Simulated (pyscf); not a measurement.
PySCF, gas phase, ωB97X-D3(BJ)/def2-SVP geometries. MP2 and CC: frozen core, UHF for open shells. ΔMP2 is the change of the MP2 total energy from the triple- to the quadruple-zeta basis.

PBE/def2-TZVP puts the barrier of Cl–BH–Cl + H₂O → HCl + HO–BH–Cl (four-centre exchange; singlet surface; B–Cl, H–O broken, Cl–H, B–O formed) at 2.9 kcal/mol and the reaction energy at -13.4 kcal/mol, from the separated reactants. What do r²SCAN/def2-TZVP, B3LYP-D3(BJ)/def2-TZVP, CCSD(T)/def2-TZVPP + ΔMP2(QZVPP) give on the same structures?

r²SCAN: ΔE‡ = 3.1 kcal/mol, ΔE = -14.2 kcal/mol; B3LYP-D3(BJ): ΔE‡ = 6.5 kcal/mol, ΔE = -14.6 kcal/mol; CCSD(T): ΔE‡ = 9.5 kcal/mol, ΔE = -13.1 kcal/mol. PBE's barrier matches one of them and lies within 6.7 kcal/mol of the others. Its reaction energy lies among theirs. On the reactant side the descent ends in an adduct with a B–O contact, 12.1 kcal/mol under the separated species and 19.2 kcal/mol under the saddle at ωB97X-D3(BJ)/def2-TZVP. What is counted as formed (B–O) is already present as a longer contact in the reactant adduct; forming that adduct is a step of its own. At ωB97X-D3(BJ) the barrier from the zero used here is 7.1 kcal/mol. One saddle was located; it need not be the lowest between these sides. The CCSD(T) − MP2 part came from Ansatz, without density fitting, on the same reference.
